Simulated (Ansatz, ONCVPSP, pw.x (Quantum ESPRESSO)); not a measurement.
## pw.x on diamond Al: one setting changed

Potential: optimised norm-conserving Vanderbilt (ONCV), ONCVPSP 4.0.1, LDA (Perdew-Wang 92); core [Ne], reference 3s2 3p0.5; waves: 3s: rc 1.60 bohr, ncon 3, nbas 6, qcut 4.3 1/bohr, 1 projector; 3p: rc 2.60 bohr, ncon 5, nbas 8, qcut 3.8 1/bohr, 2 projectors, debl 3.2 Ha; d scattering state at 0.22 Ha: rc 2.70 bohr, ncon 4, nbas 7, qcut 3.1 1/bohr, 1 projector; local part: polynomial inside 1.30 bohr (lpopt 5, dvloc0 -1 Ha); core correction: Teter function, fcfact 2.5, rcfact 1.6.

The reference run (k-mesh 8³, cutoffs 50/200 Ry, Fermi–Dirac 0.01 Ry, mixing_beta 0.4, conv_thr 1e-9, no spin) gives 0.05 GPa at 26.369 Å³/atom, where all-electron LAPW gives -0.01 GPa. This run, with its own iteration cap, changes degauss to 0.02.

```
&control
  calculation='scf', prefix='x', pseudo_dir='./', outdir='./tmp', tstress=.true., disk_io='none'
/
&system
  ibrav=0, nat=2, ntyp=1, ecutwfc=50, ecutrho=200, nbnd=10,
  occupations='smearing', smearing='fd', degauss=0.02
/
&electrons
  conv_thr=1e-09, mixing_beta=0.4, electron_maxstep=60
/
ATOMIC_SPECIES
Al 1.0 Al.UPF
CELL_PARAMETERS angstrom
  0.00000000 2.97644517 2.97644517
  2.97644517 0.00000000 2.97644517
  2.97644517 2.97644517 0.00000000
ATOMIC_POSITIONS crystal
Al 0.0000 0.0000 0.0000
Al 0.2500 0.2500 0.2500
K_POINTS automatic
8 8 8 0 0 0
```

```bash
pw.x < Al.scf.in > Al.scf.out
```

Problem. How does the run end?

Solution. It converges in 7 iterations; the free energy moves by -66.1 meV/atom and the pressure by +0.31 GPa. In a metal, with Fermi–Dirac smearing, F lies below its zero-width value by a term in the square of the width.

```
Message from routine setup:
     using ibrav=0 with symmetry is DISCOURAGED, use correct ibrav instead
     lattice parameter (alat)  =       7.9545  a.u.
     unit-cell volume          =     355.8937 (a.u.)^3
     number of electrons       =         6.00
     number of Kohn-Sham states=           10
     kinetic-energy cutoff     =      50.0000  Ry
     charge density cutoff     =     200.0000  Ry
     scf convergence threshold =      1.0E-09
     Exchange-correlation= SLA  PW   NOGX NOGC
     number of k points=    29  Fermi-Dirac smearing, width (Ry)=  0.0200
     iteration #  1     ecut=    50.00 Ry     beta= 0.40
     total energy              =      -9.10746865 Ry
     estimated scf accuracy    <       0.02164208 Ry
     iteration #  2     ecut=    50.00 Ry     beta= 0.40
     total energy              =      -9.10611784 Ry
     estimated scf accuracy    <       0.00600717 Ry
     iteration #  3     ecut=    50.00 Ry     beta= 0.40
     total energy              =      -9.10652701 Ry
     estimated scf accuracy    <       0.00018185 Ry
     iteration #  4     ecut=    50.00 Ry     beta= 0.40
     total energy              =      -9.10654612 Ry
     estimated scf accuracy    <       0.00000015 Ry
     iteration #  5     ecut=    50.00 Ry     beta= 0.40
     total energy              =      -9.10654940 Ry
     estimated scf accuracy    <       0.00000002 Ry
     iteration #  6     ecut=    50.00 Ry     beta= 0.40
     total energy              =      -9.10654941 Ry
     estimated scf accuracy    <       0.00000003 Ry
     iteration #  7     ecut=    50.00 Ry     beta= 0.40
     the Fermi energy is     2.8938 ev
!    total energy              =      -9.10654941 Ry
     estimated scf accuracy    <          1.1E-10 Ry
     smearing contrib. (-TS)   =      -0.02506602 Ry
     The total energy is F=E-TS. E is the sum of the following terms:
     one-electron contribution =       3.13499267 Ry
     hartree contribution      =       0.39603584 Ry
     xc contribution           =      -3.99312349 Ry
     ewald contribution        =      -8.61938841 Ry
     convergence has been achieved in   7 iterations
          total   stress  (Ry/bohr**3)                   (kbar)     P=        3.60
     Message from routine punch:
     Nothing written, as per user request (disk_io='none')
```

The run took about 8.6 s on one core of a shared host (Intel(R) Xeon(R) Platinum 8259CL CPU @ 2.50GHz, 96 threads, 755 GiB, load 27).
